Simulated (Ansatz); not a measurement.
Candidates: bcc Mo, bcc Na, bcc V, fcc Cu, bcc Rb, diamond-structure Ge. Level: r²SCAN0 in Ansatz (PAW).

Ansatz's runs of these crystals have no spin polarisation. Meta-GGAs and exact exchange favour moments, which can bear on bcc V.

Ansatz's density-functional and Hartree–Fock values are scalar-relativistic unless marked +SOC, with PAW data made under PBE.

### Question
Which of them have a computed lattice constant a between 3 and 3.9 Å?

### Answer
bcc Mo, fcc Cu. The values: bcc Mo 3.135 Å; bcc Na 4.240 Å; bcc V 2.957 Å; fcc Cu 3.597 Å; bcc Rb 5.770 Å; diamond-structure Ge 5.638 Å.

Ansatz is a first-principles code.
